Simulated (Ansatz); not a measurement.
Take Nb in the bcc (W type) structure (space group Im-3m, No. 229; a = 3.271 Å) as the base.

Computed with PBEsol in Ansatz (plane waves to 420 eV, PAW, no SOC), earlier PAW set.

The change: every Nb is replaced by Ta; the structure is relaxed again.

Measured lattice parameter a: Nb 3.294 Å (static lattice; corrected from measurement; as listed in Daniel Mejia-Rodriguez, S. B. Trickey, Phys. Rev. B (2018)); Ta 3.299 Å (static lattice; corrected from measurement; as listed in Daniel Mejia-Rodriguez, S. B. Trickey, Phys. Rev. B (2018)).

How well does PBEsol reproduce the measured shift?

With PBEsol the lattice parameter a moves by +0.011 Å (3.271 → 3.282) against +0.005 Å measured.

No phonon test of stability was made. All final runs are without spin polarisation.

Ansatz is a first-principles code.
